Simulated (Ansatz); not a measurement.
**CF4 (singlet): density functionals in cc-pVDZ**

An exercise on one series of results from a longer session: the logs are not shown, and one member is left open.

Program: Ansatz 0.2.0, Gaussian basis. Level of theory: cc-pVDZ, all electrons in the functionals, frozen cores in the correlation of double hybrids and RPA. These are calculated values, not measurements.

To be run: PBE, BLYP, r2SCAN, PBE0, B3LYP, wB97M-V, B2PLYP, RPA-PBE.

### The system

The geometry is a PBE0/def2-TZVP stationary point (not a proven minimum).

5 atoms, charge 0, spin multiplicity 1.

Atoms are counted from 1 here; the program's logs count them from 0.

Bond lengths: C1–F2 1.318 Å, C1–F3 1.318 Å, C1–F4 1.318 Å, C1–F5 1.318 Å. Angles: F2–C1–F3 109.5°, F2–C1–F4 109.5°, F2–C1–F5 109.5°, F3–C1–F4 109.5°, F3–C1–F5 109.5°, F4–C1–F5 109.5°.

No dispersion term is added; wB97M-V holds VV10 nonlocal correlation. B3LYP takes the VWN-RPA correlation.

The first run:

in.yaml

```yaml
crystal:
  periodic: [false, false, false]
  atoms:
    - {symbol: C, position_ang: [0.000000, 0.000000, 0.000000]}
    - {symbol: F, position_ang: [0.759852, 0.762198, 0.760681]}
    - {symbol: F, position_ang: [-0.763199, -0.758394, 0.761133]}
    - {symbol: F, position_ang: [-0.758619, 0.759619, -0.764483]}
    - {symbol: F, position_ang: [0.761966, -0.763423, -0.757331]}
basis:
  gaussian: {orbitals: cc-pVDZ}
hamiltonian: {xc: {name: PBE}}
output: {orbitals: {seedname: orbitals}}
```

On the command line:

```
$ ansatz run in.yaml --threads 1 --pin off --events-out ev --progress --plain --max-ram 4096MiB --backend cpu
```

Among the steps run: PBE (restricted); BLYP (restricted); r2SCAN (restricted); PBE0 (restricted); B3LYP (restricted); wB97M-V (restricted); B2PLYP (restricted); RPA-PBE.

One of the session's tables, all rows but one given; the rest of the session is left out.

```
   method  atomisation energy (eV)
      PBE                   21.996
     BLYP                   20.942
   r2SCAN                   20.811
     PBE0                   20.651
    B3LYP                   20.336
  wB97M-V                   20.883
   B2PLYP                   19.916
  RPA-PBE                   16.689
RCCSDT(Q)                        ?
```

Estimate the missing values for RCCSDT(Q).

**Answer.** atomisation energy (eV): 18.792. In the column «atomisation energy (eV)» it lies between RPA-PBE (16.689) and B2PLYP (19.916).
